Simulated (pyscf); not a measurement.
•H₂Si–SiH₃ (SMILES [SiH2][SiH3]) + HF (SMILES F) → F–SiH₂–SiH₃ (SMILES F[SiH2][SiH3]) + H• (SMILES [H]), an atom transfer (doublet surface; F–H broken, F–Si formed). PySCF, gas phase, ωB97X-D3(BJ)/def2-SVP geometries. MP2 and CC: frozen core, UHF for open shells. ΔMP2 is the change of the MP2 total energy from the triple- to the quadruple-zeta basis. Energies in kcal/mol from the separated reactants.

Small-basis levels: PySCF, no dispersion term, spherical d functions. Open shells are spin-unrestricted. 

Q: Quick HF/3-21G single points give ΔE‡ = 35.9 kcal/mol and ΔE = -14.4 kcal/mol. What does CCSD(T)/def2-TZVPP + ΔMP2(QZVPP) give, and how far is the quick result from it?

A: CCSD(T)/def2-TZVPP + ΔMP2(QZVPP) gives ΔE‡ = 29.2 kcal/mol and ΔE = -6.6 kcal/mol. HF/3-21G lies 6.7 kcal/mol over it in the barrier and 7.8 kcal/mol under it in the reaction energy, so on this step it does not hold to within 3.0 kcal/mol. CCSD(T)/def2-TZVPP + ΔMP2(QZVPP) has limits of its own. At the saddle there is also a short H–Si contact that neither side keeps. One saddle was located; it need not be the lowest between these sides. The angle at the transferred F is 55°: a side-on saddle, likely not the lowest. The CCSD(T) − MP2 part came from Ansatz, without density fitting, on the same reference.
